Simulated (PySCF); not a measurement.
Molecule: SMILES OC1CC1, C3H6O.

Cartesian coordinates in Å; atom numbers follow the order of the lines, from 1:
```xyz
10

O     1.5438   -0.1883   -0.7574
C     0.5789   -0.2458    0.2340
C    -0.7773   -0.6866   -0.1899
C    -0.5507    0.7428    0.2280
H     2.1364    0.5413   -0.5477
H     0.9330   -0.5949    1.2152
H    -1.3464   -1.3502    0.4659
H    -0.8991   -0.8774   -1.2591
H    -0.5360    1.4938   -0.5669
H    -0.9580    1.0886    1.1821
```

Geometry PBE0-D3(BJ)/def2-SVP throughout; GIAO in PySCF 2.14.0 with density-fitted response routines, gas phase, one conformer, non-relativistic; equivalent atoms averaged; functional PBE0.

Q: How do the shifts δ (against H2O, TMS at the same level) depend on the basis set? (ppm; last column core-seconds on shared hosts with different chips, so compare them loosely)

A: 
```
    basis set  functions    O1    C2  C3/C4    H6  H8/H9  H7/H10     H5  core-s
       STO-3G         26  -2.9  44.4   15.5  1.64   0.78    0.62  -1.84     1.5
        6-31G         48  32.3  44.6   11.6  3.26   0.78    0.73  -0.23     2.7
     pcSseg-0         48  38.4  49.7   12.5  3.20   0.91    0.88  -0.55     1.9
       6-31G*         68  32.6  44.6    9.9  3.38   0.58    0.49   0.16     3.4
     def2-SVP         86  43.1  44.1    8.7  3.04   0.35    0.27   0.04       4
      cc-pVDZ         86  47.3  45.4   10.1  3.16   0.36    0.30  -0.12     3.2
     pcSseg-1         98  49.1  46.8    9.4  3.24   0.52    0.43   0.53     6.7
6-311+G(2d,p)        144  44.5  46.3    9.1  3.35   0.47    0.35   0.33     7.9
  aug-cc-pVDZ        146  44.2  44.7    9.1  3.41   0.48    0.42   0.51     6.2
    def2-TZVP        160  46.9  47.1    8.8  3.35   0.48    0.38   0.35     9.4
     IGLO-III        200  46.0  47.8    9.3  3.36   0.46    0.36   0.58     9.6
      cc-pVTZ        204  47.9  46.8    9.0  3.34   0.44    0.38   0.56     9.6
     pcSseg-2        228  46.3  48.5    9.7  3.35   0.48    0.39   0.77      16
```

Q: Which nucleus moves most, in ppm?

A: O1 (alcohol oxygen): from -2.9 ppm with STO-3G to 49.1 ppm with pcSseg-1. The smallest spread is 0.56 ppm, at H8/H9. Proton shifts span only some 12 ppm, so a few tenths of a ppm matter as much there as several ppm in carbon.

Q: Taking the largest basis, pcSseg-2 (228 functions), as the yardstick, rank the others by their worst heavy-atom deviation.

A: IGLO-III 0.8 ppm (200 functions), def2-TZVP 1.4 ppm (160 functions), cc-pVTZ 1.8 ppm (204 functions), 6-311+G(2d,p) 2.2 ppm (144 functions), pcSseg-1 2.8 ppm (98 functions), cc-pVDZ 3.2 ppm (86 functions), aug-cc-pVDZ 3.8 ppm (146 functions), def2-SVP 4.4 ppm (86 functions), pcSseg-0 7.9 ppm (48 functions), 6-31G* 13.6 ppm (68 functions), 6-31G 14.0 ppm (48 functions), STO-3G 49.2 ppm (26 functions).

A small basis that lands close on one nucleus may do so by chance; judge by the trend and by all nuclei.
